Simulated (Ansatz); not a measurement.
`NCC=C=O`. Charge 0, multiplicity 1.

```xyz
10

N     1.215   -0.500   -0.752
C     0.185    0.477   -0.421
C    -0.911   -0.127    0.410
C    -0.922   -0.041    1.717
O    -0.936    0.059    2.870
H     1.896   -0.093   -1.383
H     0.805   -1.295   -1.228
H     0.661    1.290    0.134
H    -0.288    0.936   -1.302
H    -1.705   -0.706   -0.044
```

Problem. List the harmonic frequencies (cm⁻¹, unscaled) at PBE0-D4/def2-TZVP in Ansatz. (An estimate is asked.)

Solution. The calculation gave: 60, 178, 238, 384, 547, 599, 650, 818, 919, 1022, 1088, 1133, 1212, 1294, 1399, 1445, 1503, 1649, 2243, 2987, 3081, 3209, 3512, 3599.

Problem. Is this a minimum?

Solution. Yes, all 24 modes are real.

Problem. Give the ideal-gas thermochemistry at 298.15 K and 1 bar (rigid rotor, harmonic oscillator; point group C1, symmetry number 1).

Solution. Zero-point energy 208.0 kJ/mol; H(298) − E = 225.7 kJ/mol; entropy 317.6 J/(mol·K), of which translation 162.0, rotation 106.8, vibration 48.8; G(298) − E = 131.0 kJ/mol. Modes under 100 cm⁻¹ are hindered rotations or soft bends, so the harmonic entropy is rough.
